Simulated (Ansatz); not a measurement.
Energy needed to pull apart H₂S (SMILES S), closed shell, into free ground-state atoms, from the structure below (displaced at random from a GFN2-xTB minimum); no zero-point or spin–orbit terms; open-shell atoms are treated unrestricted, in their ground-state multiplicity.

| atom | x (Å) | y (Å) | z (Å) |
| --- | --- | --- | --- |
| S1 | 0.5834 | -0.3267 | 0.2932 |
| H2 | 0.1058 | 0.9080 | 0.3212 |
| H3 | -0.6323 | -0.5567 | -0.4077 |

Ansatz 0.2.0; basis: def2-TZVPP; cores frozen in the correlated methods.

| method | atomization energy (kJ/mol) |
| --- | --- |
| SPW92 | ? |
| PBE-D4 | 751 |
| r2SCAN-D4 | 749 |
| PBE0-D4 | ? |
| CAM-B3LYP-D4 | 746 |
| wB97M-V | 758 |
| HF | 519 |
| MP2 | 720 |
| CCSD | 723 |
| CCSD(T) | 732 |

**Question.** What does SPW92 give? (Judge from chemistry; the value comes from the calculation.)

**Answer.** By the calculation: 852 kJ/mol, which is about 120 kJ/mol more than CCSD(T)/def2-TZVPP.

**Question.** What does PBE0-D4 give? (An estimate is asked for; the value comes from the calculation.)

**Answer.** The calculation gives: 739 kJ/mol, which is about 6 kJ/mol more than CCSD(T)/def2-TZVPP.

In triple zeta the MP2 and coupled-cluster atomization energies are still short of their basis limit by a few kcal/mol a bond, whereas those of the functionals are nearly converged, so these differences are not deviations from converged CCSD(T).

T1 diagnostic: at most 0.010.

For scale, one of the runs: CCSD(T)/def2-TZVPP forces, 70 basis functions (an equivalent command: `ansatz run in.yaml --threads 4`). Hardware: 4 CPU threads, shared host. Wall time about 0.65 s.
